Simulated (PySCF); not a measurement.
Optical rotation: SMILES CC=C=CF, C4H5F

Geometry (Å), atoms numbered from 1 in this order:
```xyz
10

C    -1.395    0.060    0.801
C    -0.563    0.313   -0.417
C     0.687   -0.013   -0.535
C     1.936   -0.347   -0.636
F     2.945    0.487   -0.286
H    -1.790    1.002    1.177
H    -0.809   -0.418    1.581
H    -2.239   -0.579    0.545
H    -1.072    0.791   -1.245
H     2.308   -1.292   -1.007
```

Method: TDDFT CAM-B3LYP/def2-SVPD circular dichroism and optical rotation, one conformer, gas phase (PySCF 2.14.0). Geometry: GFN2-xTB.

No stereocentre is labelled: unless the shape is locked (an allene, a helicene, a hindered biaryl), the mirror image is equally populated and a measured rotation or CD is zero.

(1) Give the optical rotatory dispersion at 633, 589.3, 546, 436, 405, 365, 355 nm.

(2) And for the mirror image at 589.3 nm?

(3) What is the molar rotation [Φ] = [α]·M/100 of the geometry above at 589.3 nm?

Results:

(1) [α] in deg dm⁻¹ (g/mL)⁻¹:
```tsv
λ (nm)	origin-invariant length gauge	modified velocity gauge	length gauge (centre of mass)	isotropic polarisability (au)
633	-63.2	-68.1	-59.0	54.6
589.3	-73.4	-79.0	-68.4	54.9
546	-86.0	-92.7	-80.0	55.2
436	-137.2	-148.5	-126.7	56.6
405	-159.2	-172.8	-146.3	57.3
365	-193.8	-211.9	-176.3	58.5
355	-203.2	-222.8	-184.1	58.9
```

(2) +73.4 deg dm⁻¹ (g/mL)⁻¹ (origin-invariant length gauge): the same size and the opposite sign.

(3) With M = 72.08 g/mol, -52.9 deg cm² dmol⁻¹ (origin-invariant length gauge).

The first excitation lies at 5.22 eV (238 nm) with R = +1.5 × 10⁻⁴⁰ esu² cm² (velocity form).
